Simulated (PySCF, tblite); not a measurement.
Compound: C2H6Si.
SMILES with atom numbers: `[CH2:1]1[CH2:2][SiH2:3]1` (hydrogens: H4, H5 on C1; H6, H7 on C2; H8, H9 on Si3)

Structure used (GFN2-xTB), in Å, numbered top down from 1:
```xyz
9
C2H6Si angstrom
C     -0.6181    0.7007    0.1944
C     -0.5094   -0.7411   -0.3202
Si     1.1433    0.0436    0.1188
H     -1.1129    0.8247    1.1475
H     -0.9586    1.4334   -0.5239
H     -0.7819   -0.8947   -1.3550
H     -0.9376   -1.5033    0.3157
H      1.7866   -0.3498    1.3591
H      2.0023    0.4926   -0.9617
```

Method used: B3LYP/def2-SVPD in PySCF (dipole) on a GFN2-xTB geometry, gas phase.

Take the most abundant isotopes and a rigid rotor. 

(1) Give the principal moments of inertia and the rotational constants in cm⁻¹.

(2) Classify the top.

(3) Is it planar, by Δ = Ic − Ia − Ib?

(4) Give the other two planar moments, Paa and Pbb, and the rms extents of the mass along the axes.

## Answers

(1) Ia = 26.63, Ib = 56.12, Ic = 70.13 u·Å²; 505379 MHz·u·Å²/I gives 18978, 9006 and 7206 MHz, that is A = 0.63303, B = 0.30040, C = 0.24037 cm⁻¹.

(2) An asymmetric top: κ = (2 × 9006 − 18978 − 7206)/(18978 − 7206) = -0.69.

(3) Not planar: Δ = Ic − Ia − Ib = -12.61 u·Å². For a rigid frame Δ = −2 Σ m c², so Σ m c² = 6.31 u·Å² lies off the ab plane, practically all of it from hydrogen. The atom farthest from that plane is 1.24 Å away.

(4) Paa = Σ m a² = (Ib + Ic − Ia)/2 = 49.81 and Pbb = Σ m b² = (Ia + Ic − Ib)/2 = 20.32 u·Å². With the mass M = 58.02 u, the rms extents √(P/M) along a, b and c are 0.93, 0.59, 0.33 Å.

The dipole components are |μa| = 0.06 D, |μb| = 0.00 D, |μc| = 0.00 D.

Question: Estimate the classical rotational partition function at 10 K, 25 K and 100 K.

Answer: Point group C2v, symmetry number σ = 2; q = (√π/σ)·√((kT/h)³/(ABC)), k/h = 20836.6 MHz/K: 76.0 at 10 K, 300 at 25 K, 2400 at 100 K.

Its GFN2-xTB frequencies are all real (lowest 409 cm⁻¹). These are rigid-rotor constants of the computed structure; measured ground-state constants (B0) also hold zero-point vibration.
